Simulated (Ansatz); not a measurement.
Cost and result for the atomization energy of CH7Si2 (`C[SiH][SiH3]`) radical (10 atoms, 9 bonds).

Cartesian coordinates in Å:
```
C -1.0265 0.9108 -1.1255
Si 0.5774 -0.0073 -0.7804
Si 0.6751 -1.0771 1.2834
H -1.1392 1.7595 -0.4443
H -1.8868 0.2518 -0.9944
H -1.0397 1.2933 -2.1482
H 1.7569 0.8765 -1.0156
H -0.4414 -2.0569 1.3812
H 0.5604 -0.1412 2.4402
H 1.9641 -1.8095 1.4036
```

Total charge 0; spin multiplicity 2. Geometry: relaxed with PBE0-D4/def2-TZVP. Program: Ansatz. All runs use 4 threads of an AMD EPYC 9R45 on a shared host. Times are those of one run each, without the atoms' runs, and a repeat can differ threefold. Electronic energies, without spin–orbit coupling; frozen cores. CCSD(T)/CBS adds CCSD(T) − MP2 in def2-TZVPP to the MP2 limit, and its time is that of the two runs behind it. T1 = 0.014; ⟨S²⟩ of the reference is 0.76. HSE06 is the plane-wave form, built on full-range PBE exchange.

CCSD(T)/CBS is a level of theory with its own doubt, some kJ/mol a heavy atom from the limit and from the frozen cores, so smaller differences don't rank the functionals.

```csv
level,functions,wall time,atomization (kJ/mol),difference from CCSD(T)/CBS,per bond
HSE06-D4/def2-TZVPP,213,1.2 s,3110.9,-8.0,-0.9
CAM-B3LYP-D4/def2-TZVPP,213,1.2 s,3132.7,13.8,1.5
CCSD(T)/def2-SVP,85,1.4 s,2940.3,-178.6,-19.8
r2SCAN-D4/def2-TZVPP (with forces),213,1.5 s,3136.2,17.3,1.9
PBE-QIDH/def2-TZVPP,213,1.5 s,3094.3,-24.6,-2.7
B2PLYP/def2-TZVPP,213,1.6 s,3079.9,-39.0,-4.3
r2SCANh-D4/def2-TZVPP,213,1.7 s,3128.9,10.0,1.1
B97M-V/def2-TZVPP,213,2.5 s,3143.8,24.9,2.8
ωB97X-V/def2-TZVPP,213,2.9 s,3139.5,20.6,2.3
ωB97M-V/def2-TZVPP (with forces),213,3.5 s,3117.2,-1.7,-0.2
MP2/def2-QZVPP,407,5.5 s,3067.3,-51.6,-5.7
CCSD(T)/def2-TZVPP,213,30 s,3048.5,-70.4,-7.8
CCSD(T)/CBS(def2),–,36 s,3118.9,0.0,0.0
```

Leaving LDA and LC-ωPBE aside and taking each functional with its dispersion term where it has one, the values, not all of them listed here, spread over 66.1 kJ/mol, from revPBE-D4 to B97M-V. LDA lies +353.5 kJ/mol from PBE without D4, its usual overbinding. From r2SCAN to r2SCAN0 (25 % exact exchange), in def2-TZVPP and without D4, the atomization energy moves by −18.1 kJ/mol: exact exchange takes away binding that semilocal exchange gives to molecules. In def2-TZVPP, CCSD(T) changes the Hartree–Fock value by +643.9 kJ/mol (the triples alone add +25.9 kJ/mol) and MP2 by +620.8 kJ/mol; breaking electron pairs costs correlation energy, which Hartree–Fock lacks.
